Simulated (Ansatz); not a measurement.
Predict a relaxed structure of MgMeF (CH3FMg), charge 0, singlet, at PBE-D4/def2-TZVP (Ansatz).


```csv
atom,x (Å),y (Å),z (Å)
Mg1,-0.724,1.066,-0.062
C2,0.444,-0.653,0.038
H3,0.455,-1.185,-0.925
H4,0.062,-1.351,0.799
H5,1.486,-0.413,0.298
F6,-1.722,2.536,-0.148
```
Point group C3v (tolerance 0.1 Å). This is one stationary point.
